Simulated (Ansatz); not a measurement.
Reaction (SMILES): C=CCl → [CH]=CCl + H atom
B3LYP-D3(BJ)/def2-TZVP geometries, fixed; electronic energies without zero-point terms.

Basis-set convergence of the bond dissociation energy at B2PLYP with Ansatz (an electronic-structure program). Cartesian d functions, on some or all atoms, in 6-31+G*, 6-311+G**; all else is spherical. Cores are frozen. Open shells are unrestricted. No added dispersion term, no relativity. Functions are those of the species that has most. Reference: the value in aug-pcseg-3, 118.21 kcal/mol, itself unsure by roughly 0.04 kcal/mol (its mean distance from aug-cc-pV(Q+d)Z, def2-QZVPPD, pcseg-3). Deviations are taken from unrounded values.

| basis | functions | bond dissociation energy (kcal/mol) | minus reference (kcal/mol) |
|---|---|---|---|
| def2-SV(P) | 52 | 113.88 | -4.32 |
| def2-SVP | 61 | 116.91 | -1.29 |
| 6-31+G* | 67 | 115.53 | -2.68 |
| def2-SVPD | 91 | 117.26 | -0.95 |
| 6-311+G** | 93 | 116.67 | -1.53 |
| def2-TZVP | 117 | 117.10 | -1.11 |
| 6-311++G(2d,2p) | 119 | 117.31 | -0.89 |
| def2-TZVPP | 146 | 117.86 | -0.34 |
| def2-TZVPD | 147 | 117.11 | -1.10 |
| def2-TZVPPD | 176 | 117.84 | -0.37 |
| 6-311++G(3df,3pd) | 179 | 117.92 | -0.29 |
| def2-QZVPP | 274 | 118.12 | -0.09 |
| def2-QZVPPD | 304 | 118.12 | -0.09 |

The smallest set listed that lies within 2 kcal/mol of the reference with all its larger relatives (same family, alike in diffuse functions; a set with none counts only in the reference's own line) is def2-SVP (61 functions, -1.29 kcal/mol off).
